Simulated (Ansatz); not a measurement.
Ideal-gas functions of C2H6Si, SMILES `C=C[SiH3]` at 400 K and 1 bar, from an Ansatz frequency run at PBE0-D4/def2-TZVP.

Molar mass 58.16 g/mol, point group Cs (symmetry number 1), electronic degeneracy 1, moments of inertia 14.714, 95.794, 104.699 u Å². Harmonic wavenumbers (cm⁻¹, unscaled): 143, 270, 423, 620, 713, 720, 926, 934, 953, 1003, 1026, 1046, 1292, 1442, 1672, 2216, 2218, 2228, 3130, 3142, 3214.

Use S(trans) = R[1.5 ln M + 2.5 ln T − 1.1517]; rotational temperatures θ = 24.2544 K / I; S(rot) = R[ln(√π/σ · √(T³/θAθBθC)) + 1.5]; for each mode x = 1.438777 ν̃/T, S = R[x/(eˣ − 1) − ln(1 − e⁻ˣ)] and H = RT x/(eˣ − 1); 1 cm⁻¹ = 0.0119627 kJ/mol; R = 8.31446 J/(mol·K).

Task: By hand: the entropy, in J/(mol·K).

Result: Translation 165.6. Rotation: θ = 1.6484, 0.2532, 0.2317 K, giving 101.7. Vibration, mode by mode: 13.93, 8.88, 5.58, 3.18, 2.44, 2.40, 1.33, 1.30, 1.23, 1.06, 1.00, 0.94, 0.45, 0.29, 0.14, 0.03, 0.03, 0.02, 0.00, 0.00, 0.00, in all 44.2. Electronic 0.0. Sum 311.5 J/(mol·K).

Task: By hand: H − E and G − E in kJ/mol, counted from the electronic energy.

Result: Zero-point energy ½ × 29331 × 0.0119627 = 175.4; thermal vibration 10.7; translation, rotation and pV give 4 RT = 13.3. H − E = 199.4 kJ/mol, and G − E = 199.4 − 400 × 311.5/1000 = 74.8 kJ/mol.

Vibration gives 14 % of the entropy, 13.9 J/(mol·K) of it from the mode under 150 cm⁻¹: soft modes count most, and the harmonic formula is weakest for them.
